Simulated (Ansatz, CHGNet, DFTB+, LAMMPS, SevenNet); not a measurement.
## Ladder of methods for the elastic constant C12 of hcp Zr

Reference value: 67.2 GPa (measured, 4 K, zero-point motion not removed; as tabulated in Clouet (2012), arXiv:1210.1082).

Q: What do COMB comb, GFN1-xTB as cut by DFTB+, CHGNet-r²SCAN, SevenNet-0, LDA, PBE, PBEsol, r²SCAN, HSE06 give, and how far is each from the reference?

A: 
```json
[
 {"level (code)": "COMB comb (LAMMPS)", "value (GPa)": "58.6", "cell (Å³/atom)": "22.76", "difference (%)": "-12.8"},
 {"level (code)": "GFN1-xTB as cut by DFTB+", "value (GPa)": "19.8", "cell (Å³/atom)": "41.08", "difference (%)": "-71"},
 {"level (code)": "CHGNet-r²SCAN", "value (GPa)": "82.6", "cell (Å³/atom)": "23.38", "difference (%)": "+23"},
 {"level (code)": "SevenNet-0", "value (GPa)": "83.9", "cell (Å³/atom)": "23.48", "difference (%)": "+25"},
 {"level (code)": "LDA (Ansatz)", "value (GPa)": "75.5", "cell (Å³/atom)": "21.78", "difference (%)": "+12.4"},
 {"level (code)": "PBE (Ansatz)", "value (GPa)": "65.0", "cell (Å³/atom)": "23.39", "difference (%)": "-3.3"},
 {"level (code)": "PBEsol (Ansatz)", "value (GPa)": "68.9", "cell (Å³/atom)": "22.46", "difference (%)": "+2.5"},
 {"level (code)": "r²SCAN (Ansatz)", "value (GPa)": "65.1", "cell (Å³/atom)": "23.50", "difference (%)": "-3.1"},
 {"level (code)": "HSE06 (Ansatz)", "value (GPa)": "68.2", "cell (Å³/atom)": "23.49", "difference (%)": "+1.5"}
]
```

Once the reference is moved by up to 5.0 % (a margin picked here for doubts on the reference and the settings, and for temperature and zero-point motion) and values within 1.7 % count as equal, the nearest can be HSE06 (+1.5 %), PBEsol (+2.5 %), r²SCAN (-3.1 %) or PBE (-3.3 %). Among them GFN1-xTB as cut by DFTB+ (-71 %) misses by most.

The reference isn't brought to a static lattice, while the calculations are for one, so the differences are not the levels' errors alone.  GFN1-xTB as cut by DFTB+: the relaxed volume lies over a fifth from the starting cell. GFN1-xTB as cut by DFTB+: the method was fitted mainly to molecules. GFN1-xTB as cut by DFTB+: codes differ in how they cut the long-range tail of xTB's charge interaction in a crystal, so the value belongs to this code. HSE06: hybrids on metals are sensitive to the k mesh. Each level is taken at its own relaxed cell. Cutoffs and k meshes differ between the levels. Ansatz's density-functional and Hartree–Fock values are scalar-relativistic unless marked +SOC, with PAW data made under PBE.

Empirical potentials (COMB comb) are fitted to chosen data: where that held the value shown, agreement is built in, and what lay outside the fit can be far off. Machine-learned potentials (CHGNet-r²SCAN, SevenNet-0) are trained on DFT data: a solid inside that data is no test of them.

Differences are worked out from the printed values.

Ansatz is a first-principles code.
